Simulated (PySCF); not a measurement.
A geometry optimisation, step by step.

Species: BFH5N.
Numbering: `[NH3+:1][BH2-:2][F:3]` (hydrogens: H4, H5, H6 on N1; H7, H8 on B2)

Computed by this run: PBE0-D3(BJ)/def2-SVP geometry optimisation, gas phase (PySCF); density fitting, grid level 1; the optimiser is geomeTRIC in internal coordinates, started from a GFN2-xTB structure with every atom displaced at random (about 0.01 Å). The frame can shift and turn from step to step; on so coarse a grid that alone can change the energy by a few meV, and forces under 0.02 eV/Å are noise.

Step 0: E = -4957.2387 eV, largest atomic force 2.268 eV/Å
```
atom  x, y, z in Å  |  force x, y, z in eV/Å
N1      0.851    0.057    0.093   -1.452   1.655  -0.543
B2     -0.830   -0.171   -0.056    0.293   1.003  -0.390
F3     -1.241    1.009   -0.677    0.210   0.161  -0.016
H4      1.320   -0.705    0.527    0.649  -0.836   0.496
H5      1.185    0.226   -0.859    0.186  -0.113   0.247
H6      0.950    0.932    0.635    0.208  -0.606  -0.252
H7     -1.236   -0.261    1.055   -0.133  -0.244   0.944
H8     -0.943   -1.106   -0.770    0.039  -1.020  -0.485
```

Step 1: E = -4957.3128 eV, largest atomic force 0.626 eV/Å
```
atom  x, y, z in Å  |  force x, y, z in eV/Å
N1      0.793   -0.057   -0.037    0.507  -0.364  -0.053
B2     -0.854    0.038    0.082    0.130  -0.117   0.141
F3     -1.139    1.261   -0.507   -0.101   0.037  -0.060
H4      1.190   -0.869    0.447   -0.247   0.050  -0.101
H5      1.014   -0.161   -1.028    0.051  -0.008  -0.033
H6      1.319    0.751    0.289   -0.142   0.330   0.167
H7     -1.108   -0.028    1.288    0.041   0.018  -0.118
H8     -1.158   -0.953   -0.585   -0.239   0.054   0.056
```

Step 2: E = -4957.3400 eV, largest atomic force 0.199 eV/Å
```
atom  x, y, z in Å  |  force x, y, z in eV/Å
N1      0.811   -0.061   -0.044    0.144  -0.061  -0.123
B2     -0.846    0.030    0.075   -0.056  -0.007   0.046
F3     -1.148    1.252   -0.513    0.043   0.033  -0.042
H4      1.188   -0.877    0.444   -0.094   0.011   0.001
H5      1.056   -0.155   -1.031    0.040   0.029   0.018
H6      1.297    0.767    0.311   -0.180  -0.009   0.041
H7     -1.084   -0.024    1.279    0.075  -0.003   0.020
H8     -1.217   -0.949   -0.573    0.028   0.007   0.038
```

Step 3: E = -4957.3498 eV, largest atomic force 0.117 eV/Å
```
atom  x, y, z in Å  |  force x, y, z in eV/Å
N1      0.812   -0.067   -0.053   -0.029   0.025  -0.111
B2     -0.842    0.028    0.070    0.013   0.000  -0.031
F3     -1.136    1.251   -0.524    0.003   0.004   0.001
H4      1.168   -0.884    0.442    0.022  -0.012   0.042
H5      1.084   -0.146   -1.035    0.024   0.040   0.033
H6      1.252    0.773    0.331   -0.044  -0.076   0.004
H7     -1.045   -0.019    1.279   -0.008   0.025   0.047
H8     -1.235   -0.951   -0.562    0.018  -0.005   0.014
```

Step 4: E = -4957.3512 eV, largest atomic force 0.072 eV/Å
```
atom  x, y, z in Å  |  force x, y, z in eV/Å
N1      0.811   -0.071   -0.058   -0.066  -0.010  -0.029
B2     -0.841    0.028    0.068    0.002   0.000  -0.024
F3     -1.134    1.250   -0.529    0.003  -0.005   0.000
H4      1.165   -0.887    0.440    0.021  -0.004   0.010
H5      1.097   -0.138   -1.036    0.010   0.019   0.003
H6      1.237    0.768    0.340    0.023  -0.009   0.020
H7     -1.038   -0.011    1.280   -0.001   0.017   0.013
H8     -1.240   -0.954   -0.557    0.007  -0.008   0.007
```

Step 5: E = -4957.3516 eV, largest atomic force 0.033 eV/Å
```
atom  x, y, z in Å  |  force x, y, z in eV/Å
N1      0.810   -0.072   -0.058   -0.029  -0.003   0.017
B2     -0.842    0.028    0.066    0.003   0.001  -0.004
F3     -1.133    1.248   -0.535   -0.002  -0.008  -0.007
H4      1.164   -0.890    0.438    0.007  -0.004  -0.011
H5      1.101   -0.132   -1.035    0.002   0.007  -0.007
H6      1.235    0.763    0.347    0.020   0.002   0.012
H7     -1.038   -0.004    1.280   -0.001   0.009  -0.004
H8     -1.241   -0.956   -0.554   -0.001  -0.004   0.005
```

Step 6: E = -4957.3521 eV, largest atomic force 0.053 eV/Å
```
atom  x, y, z in Å  |  force x, y, z in eV/Å
N1      0.808   -0.073   -0.057    0.022   0.009   0.047
B2     -0.842    0.028    0.063    0.000   0.001   0.013
F3     -1.133    1.244   -0.547   -0.003  -0.007  -0.013
H4      1.163   -0.894    0.434   -0.012  -0.006  -0.025
H5      1.106   -0.123   -1.032   -0.009  -0.002  -0.010
H6      1.235    0.757    0.359    0.006   0.007   0.002
H7     -1.040    0.007    1.278   -0.001   0.002  -0.017
H8     -1.240   -0.961   -0.549   -0.005  -0.004   0.003
```

Step 7: E = -4957.3526 eV, largest atomic force 0.093 eV/Å
```
atom  x, y, z in Å  |  force x, y, z in eV/Å
N1      0.807   -0.073   -0.053    0.070   0.018   0.059
B2     -0.843    0.029    0.059   -0.004   0.001   0.021
F3     -1.132    1.236   -0.569   -0.003  -0.005  -0.015
H4      1.160   -0.902    0.428   -0.026  -0.007  -0.030
H5      1.111   -0.108   -1.027   -0.019  -0.008  -0.009
H6      1.237    0.748    0.378   -0.010   0.008  -0.007
H7     -1.045    0.025    1.273   -0.002  -0.004  -0.021
H8     -1.238   -0.968   -0.541   -0.006  -0.004   0.002
```

Step 8: E = -4957.3532 eV, largest atomic force 0.102 eV/Å
```
atom  x, y, z in Å  |  force x, y, z in eV/Å
N1      0.807   -0.072   -0.045    0.090   0.018   0.045
B2     -0.843    0.029    0.054   -0.009  -0.001   0.018
F3     -1.130    1.222   -0.601   -0.001  -0.002  -0.010
H4      1.155   -0.913    0.418   -0.029  -0.004  -0.022
H5      1.115   -0.088   -1.019   -0.023  -0.008  -0.004
H6      1.240    0.738    0.404   -0.021   0.005  -0.013
H7     -1.056    0.049    1.266   -0.002  -0.006  -0.016
H8     -1.231   -0.981   -0.530   -0.003  -0.004   0.001
```

Step 9: E = -4957.3535 eV, largest atomic force 0.057 eV/Å
```
atom  x, y, z in Å  |  force x, y, z in eV/Å
N1      0.808   -0.069   -0.039    0.054   0.008   0.016
B2     -0.843    0.028    0.052   -0.009  -0.001   0.007
F3     -1.131    1.213   -0.618    0.000   0.000  -0.003
H4      1.153   -0.917    0.413   -0.015   0.000  -0.007
H5      1.115   -0.077   -1.014   -0.014  -0.003   0.000
H6      1.241    0.736    0.417   -0.015   0.002  -0.009
H7     -1.063    0.059    1.261   -0.001  -0.003  -0.005
H8     -1.225   -0.989   -0.523    0.001  -0.003   0.000
```

Step 10: E = -4957.3536 eV, largest atomic force under 0.02 eV/Å
```
atom  x, y, z in Å  |  force x, y, z in eV/Å
N1      0.810   -0.067   -0.038    0.007  -0.001  -0.004
B2     -0.843    0.027    0.052   -0.003   0.000  -0.002
F3     -1.132    1.209   -0.620    0.000  -0.001   0.000
H4      1.154   -0.914    0.414    0.000   0.002   0.004
H5      1.112   -0.076   -1.014   -0.002   0.002   0.002
H6      1.241    0.740    0.416   -0.004   0.001  -0.002
H7     -1.065    0.058    1.261    0.000   0.000   0.002
H8     -1.221   -0.993   -0.522    0.003  -0.002   0.000
```

Task: Summarise the path.

Result: The energy falls by 11.09 kJ/mol from step 0 to step 10; nine tenths of that is first reached at step 3. It falls at every step. The largest force goes from 2.268 to under 0.02 eV/Å. Among the bonds B2–H8 changes most, from 1.181 to 1.229 Å; the atoms move by 0.051 Å rms after alignment.

The cost below is that of the whole optimisation. Hardware: one thread of an Arm Neoverse N1, no GPU, shared host. Cost: 21 s, 0.30 GiB resident at most.
